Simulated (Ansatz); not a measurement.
K2Cd3Te4 (Pnma, No. 62; cell taken from a computed entry)

Method: PBEsol (Ansatz, a quantum-chemistry and plane-wave program, plane waves, PAW).

Settings: plane-wave cutoff 520 eV, 4×4×6 k mesh (along the axes of the cell as run), Fermi–Dirac smearing 0.01 eV, scalar-relativistic PAW data made under PBE.

Cell (relaxed with PBEsol):

```yaml
crystal:
  lattice:
    - [14.99402, 0.00000, 0.00000]
    - [0.00000, 11.34177, 0.00000]
    - [0.00000, 0.00000, 7.27551]
  atoms:
    - { symbol: K, position: [0.46341, 0.25000, 0.97516] }
    - { symbol: K, position: [0.53659, 0.75000, 0.02484] }
    - { symbol: K, position: [0.03659, 0.75000, 0.47516] }
    - { symbol: K, position: [0.96341, 0.25000, 0.52484] }
    - { symbol: K, position: [0.00000, 0.00000, 0.00000] }
    - { symbol: K, position: [0.50000, 0.00000, 0.50000] }
    - { symbol: K, position: [0.50000, 0.50000, 0.50000] }
    - { symbol: K, position: [0.00000, 0.50000, 0.00000] }
    - { symbol: Cd, position: [0.74265, 0.59801, 0.33739] }
    - { symbol: Cd, position: [0.25735, 0.40199, 0.66261] }
    - { symbol: Cd, position: [0.75735, 0.40199, 0.83739] }
    - { symbol: Cd, position: [0.24265, 0.59801, 0.16261] }
    - { symbol: Cd, position: [0.24265, 0.90199, 0.16261] }
    - { symbol: Cd, position: [0.75735, 0.09801, 0.83739] }
    - { symbol: Cd, position: [0.25735, 0.09801, 0.66261] }
    - { symbol: Cd, position: [0.74265, 0.90199, 0.33739] }
    - { symbol: Cd, position: [0.29904, 0.75000, 0.73427] }
    - { symbol: Cd, position: [0.70096, 0.25000, 0.26573] }
    - { symbol: Cd, position: [0.20096, 0.25000, 0.23427] }
    - { symbol: Cd, position: [0.79904, 0.75000, 0.76573] }
    - { symbol: Te, position: [0.86597, 0.25000, 0.07445] }
    - { symbol: Te, position: [0.13403, 0.75000, 0.92555] }
    - { symbol: Te, position: [0.63403, 0.75000, 0.57445] }
    - { symbol: Te, position: [0.36597, 0.25000, 0.42555] }
    - { symbol: Te, position: [0.35592, 0.75000, 0.37084] }
    - { symbol: Te, position: [0.64408, 0.25000, 0.62916] }
    - { symbol: Te, position: [0.14408, 0.25000, 0.87084] }
    - { symbol: Te, position: [0.85592, 0.75000, 0.12916] }
    - { symbol: Te, position: [0.36787, 0.53282, 0.89167] }
    - { symbol: Te, position: [0.63213, 0.46718, 0.10833] }
    - { symbol: Te, position: [0.13213, 0.46718, 0.39167] }
    - { symbol: Te, position: [0.86787, 0.53282, 0.60833] }
    - { symbol: Te, position: [0.86787, 0.96718, 0.60833] }
    - { symbol: Te, position: [0.13213, 0.03282, 0.39167] }
    - { symbol: Te, position: [0.63213, 0.03282, 0.10833] }
    - { symbol: Te, position: [0.36787, 0.96718, 0.89167] }
```

| Item | Result |
|---|---|
| band gap | 1.45 eV |

Note: this cell isn't known to be the ambient phase, and symmetry holds it in the calculation.

Spin–orbit coupling is not included; with these elements it can move the gap by several tenths of an eV or more.
